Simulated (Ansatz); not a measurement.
A made-up structure of AlBH₅S (charge +1), singlet:

```xyz
8
angstrom
B -0.7774 0.8074 -1.0411
Al -0.0278 0.7557 0.6744
S 0.2134 -1.5174 0.7525
H -0.0124 0.9905 -2.0211
H -1.9673 0.6393 -1.0330
H 0.4203 1.5339 2.0036
H 0.7351 -1.9664 -0.5115
H 1.4161 -1.2428 1.1762
```

It is relaxed with PBE-D4/def2-SVP and then PBE0-D4/def2-TZVP (Ansatz 0.2.0). Atoms count as bonded within 1.22 times the sum of their covalent radii (H–H: 0.88 Å). The end point is not checked to be a true minimum.

Problem. Does its bonding change? (A judgement: the text doesn't fix the answer.)

Solution. The calculation gives: No: no bond forms or breaks.

Where it ends: The first stage lowers the energy by 1.03 eV in 8 steps. It ends as AlBH₅S ([BH2][AlH][SH2]), total charge +1:
B1  (-0.966, 1.015, -1.263)
Al2  (-0.032, 0.709, 0.615)
S3  (0.433, -1.662, 0.981)
H4  (-0.310, 1.242, -2.231)
H5  (-2.152, 0.945, -1.357)
H6  (0.480, 1.324, 1.963)
H7  (0.885, -2.034, -0.234)
H8  (1.662, -1.539, 1.525)
(Å)

Labels in which every atom is bracketed show which atoms are joined, not bond orders.

For scale, one of the runs: PBE0-D4/def2-TZVP relaxation, 135 basis functions, launched by `ansatz run in.yaml --threads 2 --pin off --events-out ev --progress --plain --max-ram 4352MiB`. The run took about 17 s on 2 CPU threads of an Arm Neoverse V2 (shared host).
